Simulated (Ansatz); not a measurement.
Sn₃Bi: computed properties

All numbers below come from DFT r2SCAN, scalar-relativistic, plane waves, PAW in Ansatz.

Plane waves to 500 eV, a k mesh through Γ of 10×10×10 on the computed 4-atom cell and Gaussian smearing (0.10 eV); no spin polarisation.

The structure is relaxed at this level of theory with its symmetry kept. Whether it is the stable form of this composition wasn't checked.

```cif
data_structure
_symmetry_space_group_name_H-M 'Fm-3m'
_symmetry_Int_Tables_number 225
_cell_length_a 7.6801
_cell_length_b 7.6801
_cell_length_c 7.6801
_cell_angle_alpha 90.000
_cell_angle_beta 90.000
_cell_angle_gamma 90.000
_cell_volume 453.00
loop_
_atom_site_label
_atom_site_type_symbol
_atom_site_symmetry_multiplicity
_atom_site_Wyckoff_symbol
_atom_site_fract_x
_atom_site_fract_y
_atom_site_fract_z
_atom_site_occupancy
Sn1 Sn 4 a 0.00000 0.00000 0.00000 1
Sn2 Sn 8 c 0.25000 0.75000 0.75000 1
Bi1 Bi 4 b 0.50000 0.00000 0.00000 1
```

| Property | Result |
| --- | --- |
| Space group | Fm-3m (No. 225) |
| Volume per atom | 28.31 Å³ |
| Formation energy from the elements' standard states (uncorrected) | +0.250 eV/atom |
| Generalised Kohn–Sham band gap | none (metal) |
| Density of states at the Fermi level | 2.17 states/eV per cell |
| Löwdin character within 0.5 eV of the Fermi level | Sn 5p 64 %, Bi 6p 23 %, Sn 5s 9 % |
| Bulk modulus | 52 GPa |
| Its pressure derivative | 4.4 |
| Bader charges (e) | Sn (1 in the cell) -0.03, Sn (2 in the cell) 0.05, Bi (1 in the cell) -0.07 |

Spin-orbit coupling is left out, which matters for the bands of heavy elements.